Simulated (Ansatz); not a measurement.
[OH···H···Br], doublet: the ladder up to UCCSDT(Q)

Geometry: a point of a hydrogen-transfer path between rigid fragments, not a stationary point.

| atom | x (Å) | y (Å) | z (Å) |
| --- | --- | --- | --- |
| O | -1.0852 | -0.2316 | 0.0000 |
| H | -1.3345 | 0.6949 | 0.0000 |
| H | 0.3498 | -0.2316 | 0.0000 |
| Br | 2.0698 | -0.2316 | 0.0000 |

Basis cc-pVDZ; Ansatz 0.2.0. Only valence electrons are correlated (noble-gas cores and the filled d shells of p-block atoms frozen), which leaves 15 electrons in 36 orbitals. R marks a restricted (for open shells ROHF) determinant, U an unrestricted one. No spin–orbit coupling is included, and no scalar relativity.

Full CI isn't at hand for all of this; UCCSDT(Q) serves as the reference, and is uncertain by about the last step of the cluster series.

Coupled cluster chose its determinant by trial CCSD, here up to 0.18 eV above the lowest Hartree–Fock solution of its kind, and MP2 stands on that determinant too.

* UHF ⟨S²⟩: 0.757
* ⟨S²⟩ of the determinant under UCCSD: 0.833
* T1 diagnostic (RCCSD): 0.0439
* largest doubles amplitude (RCCSD): 0.079
* T1 diagnostic (UCCSD): 0.0249

Problem. From what is known of these methods and the diagnostics, rank them by the size of their error in total energy against UCCSDT(Q) in cc-pVDZ, smallest first (an estimate: the text doesn't fix the numbers).
A. UCCSD
B. UCCSDT
C. UMP2
D. UCCSD(T)

Solution. B (0.76 mEh), D (1.64 mEh), A (7.72 mEh), C (40.88 mEh).

All errors are against UCCSDT(Q) in cc-pVDZ. Within each family the higher level lies nearer, as is usual though not guaranteed.
